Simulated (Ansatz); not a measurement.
C2H8Si, closed shell: at the start structure of a reaction step.

The input file, in.yaml:

```yaml
crystal:
  periodic: [false, false, false]
  atoms:
    - {symbol: Si, position_ang: [0.110781, 0.368859, -1.006764]}
    - {symbol: C, position_ang: [1.262077, 0.686535, 0.483451]}
    - {symbol: C, position_ang: [-0.738885, -1.246558, -0.444987]}
    - {symbol: H, position_ang: [-1.322653, 1.586200, -0.452233]}
    - {symbol: H, position_ang: [-1.335368, 1.260980, 0.252808]}
    - {symbol: H, position_ang: [2.154132, 0.079565, 0.276101]}
    - {symbol: H, position_ang: [1.604118, 1.723019, 0.531028]}
    - {symbol: H, position_ang: [0.887994, 0.380383, 1.462994]}
    - {symbol: H, position_ang: [-0.912489, -1.359037, 0.627564]}
    - {symbol: H, position_ang: [-0.041838, -2.041903, -0.742836]}
    - {symbol: H, position_ang: [-1.667869, -1.437943, -0.987127]}
basis:
  gaussian: {orbitals: "def2-QZVPP.json"}
correlation: {method: mp2}
```

The basis file named in the input lies beside it (Basis Set Exchange, JSON).

Command:

```bash
ansatz run in.yaml --threads 2 --pin off --events-out ev --progress --plain --max-ram 4352MiB
```

What Ansatz 0.2.0 printed:

```
Functional definition: HF
  name "HF"
  cite "Fock, Z. Phys. 61, 126 (1930) doi:10.1007/BF01340294"
  parent pbe
  exchange = exact_x
  correlation = 0
2460 factors; integrals over basis functions are off by at most 9.9e-4 eV
mean field evaluation 1: about -10044.6355 eV, gradient 3.8e1 eV
mean field evaluation 2: about -10044.7074 eV, gradient 3.8e1 eV
mean field evaluation 4: about -10048.7768 eV, gradient 3.2e0 eV
mean field evaluation 8: about -10048.8391 eV, gradient 1.5e-1 eV
mean field -10048.83922938 eV, -369.2880303318 hartree, gradient 4.3e-6 eV, S^2 0.000000; 0 other end points of the search recorded, 0 dependent functions left out
7 core orbitals not correlated: weight in the atoms' cores, before any rotation towards them, 1.000 or more for the frozen orbitals, at most 0.000 for the correlated occupied ones
reference -10048.83922938 eV, -369.2880303318 hartree; 10, 10 occupied and 407, 407 virtual orbitals, 2460 factors
second order -14.57051187 eV of doubles, -0.00000000 eV of singles
Total energy: -10063.40974125 eV, -369.8234867669 hartree
```

The lines “mean field evaluation” count trial sets of orbitals through the whole run, from several starts and some on an approximate energy, so they need not fall steadily or lie above the final value.

Time: 31 s of wall clock on 2 CPU threads of an Arm Neoverse V1; the host was shared. Peak host memory: 2.1 GiB.
